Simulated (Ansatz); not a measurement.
## How far each method lies from UCCSDTQ for HGeBr⁺, doublet

Geometry: that of the HGeBr, singlet, kept fixed.

```json
{"atom": "Ge", "x (Å)": "0.0000", "y (Å)": "-0.0382", "z (Å)": "1.2160"}
{"atom": "Br", "x (Å)": "0.0000", "y (Å)": "0.0151", "z (Å)": "-1.1224"}
{"atom": "H", "x (Å)": "0.0000", "y (Å)": "1.5551", "z (Å)": "1.3441"}
```

Basis cc-pVDZ; Ansatz 0.2.0. Correlated methods freeze the noble-gas cores and the filled d shells of p-block atoms, which leaves 11 electrons in 31 orbitals. Prefix R: restricted or restricted open-shell reference; prefix U: unrestricted. Active spaces: valence = (11e, 9o) chosen from the atoms' valence shells. No spin–orbit coupling is included, and no scalar relativity.

Full CI isn't at hand for all of this; UCCSDTQ serves as the reference, and is uncertain by about the last step of the cluster series. The frozen core follows each run's orbitals, which can shift R against U totals by a few meV for light atoms and by up to 0.1 eV past Ca.

The UHF ⟨S²⟩ is 0.787 and the T1 diagnostic (RCCSD) is 0.0580. The largest doubles amplitude (RCCSD) is 0.049 and the T1 diagnostic (UCCSD) is 0.0421.

```
    level  E − E(UCCSDTQ) (kJ/mol)  wall time
      UHF                    554.0          –
     UMP2                     96.8          –
    UCCSD                     25.7          –
 UCCSD(T)                      5.5       39 s
   UCCSDT                      1.6          –
UCCSDT(Q)                     -0.7       69 s
```

Run but not shown, since their state, orbitals or frozen core can't be matched to the reference's or they repeat it: RHF, RMP2, CISD, RCCSD, RCCSD(T), BCCD(T), RCCSDT, RCCSDT(Q), RCCSDTQ, CASSCF (valence space), NEVPT2 (valence space), MRCISD (valence space), MRCISD+Q (valence space).

Times hold each run's SCF and search for its determinant on a shared host, so for small cases they say little of a method's own cost; they ran on 1 thread of AMD EPYC 7R13. Some runs computed forces too.

Natural occupations of CASSCF (valence space) about the gap: 1.983 1.968 1.966 1.950 1.019 0.042 0.040 0.032; effectively unpaired electrons, Σ n²(2−n)², 1.04.
